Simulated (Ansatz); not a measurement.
Take Ag in the fcc (Cu type) structure (space group Fm-3m, No. 225; a = 4.105 Å) as the base.

All numbers come from r2SCAN (Ansatz, a first-principles code), no spin-orbit coupling.

```tsv
level	lattice parameter a
r2SCAN	4.105 Å
```

Measured: lattice parameter a 4.062 Å (static lattice; corrected from measurement; as listed in Daniel Mejia-Rodriguez, S. B. Trickey, Phys. Rev. B (2018)).

Computed minus measured — lattice parameter a: r2SCAN +1.1 %.

Stability against distortions was not tested.
